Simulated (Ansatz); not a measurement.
The input, for Ansatz 0.2.0:

```yaml
crystal:
  periodic: [false, false, false]
  atoms:
    - {symbol: Si, position_ang: [0.000000, -0.066010, 1.277710]}
    - {symbol: Al, position_ang: [0.000000, 0.014356, -1.367591]}
    - {symbol: H, position_ang: [0.000000, 1.455013, 1.006599]}
basis:
  gaussian: {orbitals: cc-pVDZ}
magnetization: {spin_polarized: false}
correlation: {method: bccd_t, electrons: outside_noble_gas, diis_vectors: 4}
```

```sh
$ ansatz run in.yaml --threads 1 --pin off --events-out ev --progress --plain --max-ram 2393MiB
```

Output:

```
411 factors; integrals over basis functions are off by at most 1.2e-3 eV
mean field evaluation 1: about -14455.8055 eV, gradient 1.2e1 eV
mean field evaluation 2: about -14455.8082 eV, gradient 1.2e1 eV
mean field evaluation 4: about -14457.0009 eV, gradient 1.4e0 eV
mean field evaluation 8: about -14457.0279 eV, gradient 2.1e-3 eV
mean field evaluation 16: about -14458.1459 eV, gradient 1.7e-1 eV
mean field evaluation 32: about -14457.0279 eV, gradient 1.3e-2 eV
mean field evaluation 64: about -14432.0461 eV, gradient 2.8e1 eV
mean field evaluation 96: about -14451.9420 eV, gradient 9.3e0 eV
mean field evaluation 128: about -14440.7345 eV, gradient 1.1e1 eV
mean field evaluation 160: about -14458.1435 eV, gradient 2.0e-1 eV
mean field evaluation 192: about -14458.1442 eV, gradient 5.5e-2 eV
mean field evaluation 224: about -14457.0279 eV, gradient 2.8e-6 eV
mean field -14458.14432376 eV, -531.3270038159 hartree, gradient 1.5e-6 eV, S^2 0.000000; 9 other end points of the search recorded, 0 dependent functions left out; unrestricted orbitals would lower it
determinant -14458.14432376 eV, -531.3270038159 hartree, with singles and doubles -14462.56590249 eV, -531.4894938373 hartree
determinant -14457.02792040 eV, -531.2859767491 hartree, with singles and doubles -14461.98265382 eV, -531.4680598441 hartree
10 core orbitals not correlated: weight in the atoms' cores, before any rotation towards them, 1.000 or more for the frozen orbitals, at most 0.000 for the correlated occupied ones
reference -14458.14432376 eV, -531.3270038159 hartree; 4, 4 occupied and 27, 27 virtual orbitals, 411 factors
second order -3.33187122 eV of doubles, -0.00000000 eV of singles
cycle   1  -4.41767332 eV  change    3.9e-3 eV  update   4.6e-3
cycle   2  -4.41614976 eV  change    1.5e-3 eV  update   2.5e-3
cycle   3  -4.41519111 eV  change    9.6e-4 eV  update   2.0e-3
cycle   4  -4.41617598 eV  change   -9.8e-4 eV  update   1.1e-3
cycle   5  -4.41689877 eV  change   -7.2e-4 eV  update   3.8e-4
cycle   6  -4.41711911 eV  change   -2.2e-4 eV  update   1.5e-4
cycle   7  -4.41724316 eV  change   -1.2e-4 eV  update   7.8e-5
cycle   8  -4.41725987 eV  change   -1.7e-5 eV  update   4.0e-5
cycle   9  -4.41724676 eV  change    1.3e-5 eV  update   2.0e-5
cycle  10  -4.41723767 eV  change    9.1e-6 eV  update   8.6e-6
cycle  11  -4.41723505 eV  change    2.6e-6 eV  update   3.8e-6
perturbative correction -0.14470796 eV, -0.0053179196 hartree
Total energy: -14462.70626678 eV, -531.4946521296 hartree
```

Ran on 1 thread of AMD EPYC 7B13, shared host: 1.1 s wall, 0.1 GiB peak host memory.
